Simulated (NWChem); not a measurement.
hydrogen isocyanide (CHN); SMILES [C-]#[NH+]

Computed with NWChem. Pople sets run with spherical d functions. Each level has its own optimisation; frequencies are unscaled.

```json
[
 {"level": "Hartree-Fock/STO-3G", "r C–N (Å)": "1.170", "r H–N (Å)": "1.011", "highest harmonic frequency (cm⁻¹)": "4228", "lowest (cm⁻¹)": "702", "zero-point energy (kcal/mol)": "11.5", "dipole (D)": "2.46"},
 {"level": "Hartree-Fock/3-21G", "r C–N (Å)": "1.160", "r H–N (Å)": "0.983", "highest harmonic frequency (cm⁻¹)": "?", "lowest (cm⁻¹)": "?", "zero-point energy (kcal/mol)": "11.0", "dipole (D)": "2.81"},
 {"level": "Hartree-Fock/6-31G*", "r C–N (Å)": "1.154", "r H–N (Å)": "0.985", "highest harmonic frequency (cm⁻¹)": "4091", "lowest (cm⁻¹)": "533", "zero-point energy (kcal/mol)": "10.7", "dipole (D)": "2.83"},
 {"level": "B3LYP/6-31G*", "r C–N (Å)": "1.177", "r H–N (Å)": "1.000", "highest harmonic frequency (cm⁻¹)": "3827", "lowest (cm⁻¹)": "464", "zero-point energy (kcal/mol)": "9.8", "dipole (D)": "2.94"},
 {"level": "LDA (Slater exchange, VWN5)/def2-SVP", "r C–N (Å)": "1.178", "r H–N (Å)": "1.015", "highest harmonic frequency (cm⁻¹)": "3703", "lowest (cm⁻¹)": "563", "zero-point energy (kcal/mol)": "9.9", "dipole (D)": "3.26"},
 {"level": "PBE/def2-SVP", "r C–N (Å)": "1.184", "r H–N (Å)": "1.012", "highest harmonic frequency (cm⁻¹)": "3709", "lowest (cm⁻¹)": "535", "zero-point energy (kcal/mol)": "9.8", "dipole (D)": "3.15"},
 {"level": "BLYP/def2-SVP", "r C–N (Å)": "1.184", "r H–N (Å)": "1.013", "highest harmonic frequency (cm⁻¹)": "3685", "lowest (cm⁻¹)": "520", "zero-point energy (kcal/mol)": "9.7", "dipole (D)": "3.13"},
 {"level": "PBE0/def2-SVP", "r C–N (Å)": "1.171", "r H–N (Å)": "1.004", "highest harmonic frequency (cm⁻¹)": "3842", "lowest (cm⁻¹)": "568", "zero-point energy (kcal/mol)": "10.2", "dipole (D)": "3.14"}
]
```

Task: Fill in the missing entries.

Result: 
- Hartree-Fock/3-21G, highest harmonic frequency (cm⁻¹): 4016
- Hartree-Fock/3-21G, lowest (cm⁻¹): 718
